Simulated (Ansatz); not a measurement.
**SiNH₅ (triplet): the correlation ladder at distance Si1–H5 along a hydrogen transfer = 1.769 Å, cc-pVDZ**

The task here is to estimate one member of a computed series from the others.

Computed with Ansatz 0.2.0, Gaussian basis. Level: cc-pVDZ, core rule «outside noble gas», up to 6 orbitals frozen.

The runs, in order: UHF; CCSD(T) on ROHF; CCSD(T) on UHF; BCCD(T) on ROHF; CISD; CCSDT(Q) on ROHF; CCSDT(Q) on UHF; CASSCF and MRCISD+Q, 4 electrons in 4 orbitals; CASSCF and NEVPT2, 4 electrons in 4 orbitals.

**The geometry**

The geometry derives from fragments relaxed apart (PBE0/def2-TZVP) and kept rigid, so it is no stationary point. A hydrogen atom is moved between rigid fragments.

7 atoms, charge 0, spin multiplicity 3.

Atoms are counted from 1 here; the program's logs count them from 0.

Bond lengths: Si1–H2 1.485 Å, Si1–H3 1.485 Å, Si1–H4 1.485 Å, H5–N6 1.154 Å, N6–H7 1.040 Å. Angles: H2–Si1–H3 109.5°, H2–Si1–H4 109.5°, H3–Si1–H4 109.5°, H5–N6–H7 105.0°.

Set-up of the first run:

Input file in.yaml:

```yaml
crystal:
  periodic: [false, false, false]
  atoms:
    - {symbol: Si, position_ang: [-0.943006, 0.021476, 0.000000]}
    - {symbol: H, position_ang: [-1.437878, 1.421184, 0.000000]}
    - {symbol: H, position_ang: [-1.437877, -0.678378, 1.212183]}
    - {symbol: H, position_ang: [-1.437878, -0.678378, -1.212182]}
    - {symbol: H, position_ang: [0.825994, 0.021476, 0.000000]}
    - {symbol: N, position_ang: [1.979994, 0.021476, -0.000001]}
    - {symbol: H, position_ang: [2.249076, -0.982751, -0.000001]}
basis:
  gaussian: {orbitals: cc-pVDZ}
magnetization: {spin_polarized: true, initial_magnetization: 2}
hamiltonian: {xc: hf}
output: {orbitals: {seedname: orbitals}}
```

On the command line:

```console
$ ansatz run in.yaml --threads 1 --pin off --events-out ev --progress --plain --max-ram 2816MiB --backend cpu
```

Steps of the session up to this table: UHF; CCSD(T) on ROHF; CCSD(T) on UHF; BCCD(T) on ROHF; CISD; CCSDT(Q) on ROHF; CCSDT(Q) on UHF; CASSCF and MRCISD+Q, 4 electrons in 4 orbitals; CASSCF and NEVPT2, 4 electrons in 4 orbitals.

One table of the session follows, with a row left open; its other results are not shown here.

| method | from UCCSDT(Q) (kJ/mol) |
| --- | --- |
| ROHF | +827.9 |
| UHF | +795.3 |
| RMP2 | +139.3 |
| UMP2 | +145.5 |
| CISD | ? |
| RCCSD | +21.5 |
| UCCSD | +20.8 |
| RCCSD(T) | +4.0 |
| UCCSD(T) | +4.1 |
| BCCD(T) | +4.1 |
| RCCSDT | +1.2 |
| UCCSDT | +1.0 |
| RCCSDT(Q) | +0.1 |
| UCCSDT(Q) | 0 |
| CASSCF pair | +760.4 |
| NEVPT2 pair | +141.5 |
| MRCISD pair | +82.8 |
| MRCISD+Q pair | +9.8 |

Q: Estimate the row for CISD from the others.

**Answer.** from UCCSDT(Q) (kJ/mol): +93.9. In the column «from UCCSDT(Q) (kJ/mol)» it lies between MRCISD pair (+82.8) and RMP2 (+139.3).

To keep in mind: Restricted and unrestricted rows rest on different reference determinants; where their highest levels disagree by more than a few hundredths of an eV, they describe different states and don't form one ladder.
